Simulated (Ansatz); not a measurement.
in.yaml

```yaml
crystal:
  periodic: [false, false, false]
  atoms:
    - {symbol: B, position_ang: [0.000000, 1.297772, 0.487019]}
    - {symbol: Si, position_ang: [0.000000, -0.443795, 0.988835]}
    - {symbol: Si, position_ang: [0.000000, -0.144007, -1.184960]}
    - {symbol: H, position_ang: [0.000000, 2.458969, 0.241204]}
basis:
  gaussian: {orbitals: "6-31++G**"}
magnetization: {spin_polarized: false}
correlation: {method: sc_nevpt2, electrons: valence}
```

```sh
$ ansatz run in.yaml --threads 1 --pin off --events-out ev --progress --plain --max-ram 2393MiB
```

(1) One thing in this input was set wrong on purpose, beside settings that are merely unusual. What is the gravest fault, and what does the program do?

Answers

(1) Method needs an active space. How the run ends: refused.
```
Error: this correlation method needs an active space: name one as the reference
```
